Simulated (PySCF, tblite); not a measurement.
**C₃H₅FO₂: infrared bands, NMR shifts and spin-spin couplings**

Aim: predict the infrared bands, NMR shifts and spin-spin couplings of C₃H₅FO₂ (`COCC(=O)F`).

The runs use tblite 0.8.0 and PySCF 2.14.0, with density-fitted response routines of our own; the level of theory stands in each step. All values are computed, except where a source is named. Atoms are numbered from 0 throughout.

## 1. Starting geometry

11 atoms, charge 0, multiplicity 1; geometry from: GFN2-xTB.

Bonds of the start (Å): C0–O1 1.41, O1–C2 1.39, C2–C3 1.50, C3–O4 1.18, C3–F5 1.37, C0–H6 1.09, C0–H7 1.09, C0–H8 1.10, C2–H9 1.10, C2–H10 1.10.

## 2. Harmonic vibrations with GFN2-xTB

The job: settings as JSON, then the geometry in Å.

```
{"job": {"kind": "ir", "xc": "GFN2-xTB", "basis": "xTB"}, "charge": 0, "multiplicity": 1}
C     -1.491513    -0.457054    -0.072432
O     -0.606397     0.458775    -0.686240
C      0.500008     0.805909     0.088744
C      1.513410    -0.294852     0.250673
O      1.511546    -1.414389    -0.109547
F      2.582169     0.182801     0.962131
H     -1.015107    -1.423463     0.109020
H     -2.315327    -0.585496    -0.770302
H     -1.873446    -0.056628     0.874044
H      0.209665     1.141720     1.100057
H      0.990419     1.645347    -0.417321
```

**Question.** This job is followed by: GIAO PBE0/pcSseg-1 NMR shielding, non-relativistic, gas phase; B3LYP/pcJ-1 indirect spin-spin coupling, non-relativistic, gas phase. What will the session give for the following? strongest single infrared mode (GFN2-xTB); zero-point energy (GFN2-xTB); ¹³C shifts against TMS (PBE0/pcSseg-1); ¹H shifts against TMS (PBE0/pcSseg-1, means over atoms taken as alike); ¹⁷O shifts against H2O (PBE0/pcSseg-1); ¹⁹F shifts against CFCl3 (PBE0/pcSseg-1); largest coupling of the table (B3LYP/pcJ-1).

**Answer**, as computed:

| quantity | value |
| --- | --- |
| strongest single infrared mode (GFN2-xTB) | 1887 cm⁻¹, 408 km/mol |
| zero-point energy (GFN2-xTB) | 49.4 kcal/mol |
| ¹³C shifts against TMS (PBE0/pcSseg-1) | 169.5, 70.1, 59.9 ppm |
| ¹H shifts against TMS (PBE0/pcSseg-1, means over atoms taken as alike) | 4.31, 3.71 ppm |
| ¹⁷O shifts against H2O (PBE0/pcSseg-1) | 451.8, 13.3 ppm |
| ¹⁹F shifts against CFCl3 (PBE0/pcSseg-1) | 39.1 ppm |
| largest coupling of the table (B3LYP/pcJ-1) | ¹J(C,F) C3–F5, -433.1 Hz |

All 27 modes are real, so the xTB geometry is a minimum. The strongest single mode, at 1887 cm⁻¹, moves mainly C3 and O4. GFN2-xTB is a fitted tight-binding method: band positions and strengths are rough. Its intensities can rank the bands wrongly. The most deshielded hydrogen is H9, H10 (mean) (hydrogen on an sp3 CH2 bonded to O, α to a carbonyl), at 4.31 ppm: its carbon carries O, hence the downfield position. At PBE0/pcSseg-1: Shielding is most anisotropic at O4 (span 667 ppm, paramagnetic term -517 ppm). In the run at B3LYP/pcJ-1, the largest coupling of the table is C3–F5, -433.1 Hz, of which the Fermi-contact term gives -391.9 Hz. Couplings across rotatable bonds belong to this one conformer; where others are populated, the observed values are averages.
